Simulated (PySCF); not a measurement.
**OH: from the state search to spectroscopic constants**

One table from this session's results is given with a row withheld; the runs are named, their logs left out.

Program: PySCF 2.14.0. Level of theory: H pcseg-2, O pcseg-2, no relativity. These are calculated values, not measurements.

The first run:

A driver script around PySCF takes these settings:

```json
{
  "atoms": "H, O",
  "charge": "0",
  "basis": "H pcseg-2, O pcseg-2",
  "Hamiltonian": "no relativity",
  "basis functions": "44",
  "electrons treated": "9",
  "masses in u": "1.0078, 15.9949",
  "levels": "PBE0, PBE, r²SCAN, PW91, TPSSh, B3LYP, LC-ωPBE, HF, MP2, SCS-MP2, CCSD, CCSD(T)",
  "grid": "80 radial by 434 angular points",
  "occupations": "held fixed by the projection of orbital angular momentum",
  "dissociation limit": "H + O, each in its ground configuration",
  "starting distance in angstrom": "0.920",
  "values of 2S to try": "1, 3"
}
```

On the command line:

```bash
> OMP_NUM_THREADS=1 python dia.py task.json out
```

Steps of the session up to this table: Set-up; The PBE0 curve of the state that the search chose; Excited determinants; PBE (GGA); r²SCAN (meta-GGA); PW91; TPSSh; B3LYP (global hybrid GGA); LC-ωPBE; UHF; MP2 and coupled cluster.

One of the session's tables, all rows but one given; the rest of the session is left out.

```
      level  Re (Å)  ωe (cm⁻¹)  De (eV)
        UHF   0.950       4044     2.98
    UHF-MP2   0.967       3821     4.51
UHF-SCS-MP2   0.967       3809     4.55
   UHF-CCSD   0.968       3780     4.44
UHF-CCSD(T)   0.970       3746     4.50
        PBE   0.983       3599     4.75
       PW91   0.982       3606     4.77
     r²SCAN   0.973       3713     4.70
      TPSSh   0.977       3673     4.57
      B3LYP       ?          ?        ?
       PBE0   0.971       3765     4.57
    LC-ωPBE   0.971       3789     4.61
```

Q: Estimate the row for B3LYP from the others.

**Answer.** Re (Å): 0.974; ωe (cm⁻¹): 3703; De (eV): 4.68. In the column «Re (Å)» it lies between r²SCAN (0.973) and TPSSh (0.977).
